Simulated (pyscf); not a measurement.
F–SiH(O–SiH₃)–O–SiH₃ + water (H₂O) -> HO–SiH(O–SiH₃)–O–SiH₃ + hydrogen fluoride (HF), a four-centre exchange (singlet surface; F–Si, H–O broken, O–Si, F–H formed). Optimised with ωB97X-D3(BJ)/def2-SVP in PySCF. Energies in kJ/mol from the separated reactants.

Small-basis levels: PySCF, no dispersion term, spherical d functions. Cost: rough CPU time at the saddle relative to B3LYP/6-31G*, from one job on a shared machine.

| level | barrier | reaction energy | cost |
|---|---|---|---|
| HF/3-21G | 40.1 | +58.6 | 0.09 |
| HF/6-31G* | 157.6 | +68.7 | 0.1 |
| SVWN5/6-31G* | -5.1 | +64.3 | 1 |
| PBE/6-31G* | 54.9 | +70.0 | 2 |
| B3LYP/STO-3G | -33.3 | +44.9 | 0.5 |
| B3LYP/LANL2DZ | 55.8 | +40.2 | 0.6 |
| M06-2X/6-31G* | 73.8 | +62.1 | 3 |
| B3LYP/6-311+G** | 119.7 | +45.0 | 2 |
| B3LYP/def2-SVP | 75.6 | +51.6 | 1 |
| ωB97M-D3(BJ)/def2-TZVP | 103.8 | +45.9 | – |

Against the last row the barrier runs from -137.0 (B3LYP/STO-3G) to +53.8 kJ/mol (HF/6-31G*). At HF/3-21G, SVWN5/6-31G*, PBE/6-31G*, B3LYP/STO-3G this geometry lies under one side, so the entry may be no barrier of that level: it is a single point on another level's saddle. ωB97M-D3(BJ)/def2-TZVP has limits of its own. On the product side the descent ends in a bound adduct, 40.0 kJ/mol under the separated species and 100.5 kJ/mol under the saddle at ωB97X-D3(BJ)/def2-TZVP. This is the saddle that the search found; another between the same sides may lie lower.
